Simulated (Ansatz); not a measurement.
Zinc-blende MgS (metastable phase) was calculated with PBE0-D3(BJ) (plane waves, PAW; Ansatz, an electronic-structure program).

Settings: plane-wave cutoff 460 eV, 8×8×8 k mesh, Fermi–Dirac smearing 0.01 eV, scalar-relativistic PAW data made under PBE.

A third-order Birch–Murnaghan fit to the energies gives V0 = 21.845 Å³/atom, B0 = 64.7 GPa, B′ = 4.0.

```
V (Å³/atom)  P (GPa)
-----------  -------
20.751          3.68
21.297             ?
21.729          0.35
22.389         -1.52
22.678             ?
22.935             ?
```

### Question
Estimate the withheld pressures from this fit; the answers are the runs' own values.

### Answer

- 21.297, P (GPa): 1.73
- 22.678, P (GPa): -2.25
- 22.935, P (GPa): -2.86

The formula P = (3/2) B0 (x^(7/3) − x^(5/3)) [1 + (3/4)(B′ − 4)(x^(2/3) − 1)] with x = V0/V meets the computed pressures within 0.01 GPa when these rounded values are put in.

Computed values are for the static lattice.

Computing time: roughly 6 core-minutes.
